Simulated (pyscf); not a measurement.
`[P]#[P]` + `[OH2]` -> `[OH][P]=[PH]` (addition across a multiple bond or ene-type step; singlet surface; H–O broken, O–P, H–P formed). PySCF, gas phase, ωB97X-D3(BJ)/def2-SVP geometries. Correlated levels are frozen-core, on RHF or UHF. ΔMP2 is the change of the MP2 total energy from the triple- to the quadruple-zeta basis. Rate constants from transition-state theory at the high-pressure limit, CCSD(T)/def2-TZVPP + ΔMP2(QZVPP) energies (ideal gas, 1 atm, RRHO with modes under 100 cm⁻¹ raised to 100, one conformer, R ln 2 for rigid chiral ones; no tunnelling), k in cm³ molecule⁻¹ s⁻¹.

| T (K) | 1000/T | log10 k |
|---|---|---|
| 298 | 3.354 | -37.16 |
| 600 | 1.667 | -24.46 |
| 900 | 1.111 | -20.11 |
| 1200 | 0.833 | ? |

Question: Fit an Arrhenius line to the three values, give the activation energy, and predict k at 1200 K.

Answer: Least squares gives log10 k = -11.74 − 7.58 × 1000/T, so Ea = 7.58 × ln 10 × 1.987 = 34.7 kcal/mol, against an electronic barrier of 35.7. At 1200 K the line gives -18.06; the computed value is -17.81 (ΔG‡ = 68.2 kcal/mol), a factor 1.8 over the line, since the plot is curved. One saddle was located; it need not be the lowest between these sides. The CCSD(T) − MP2 part came from Ansatz, without density fitting, on the same reference.
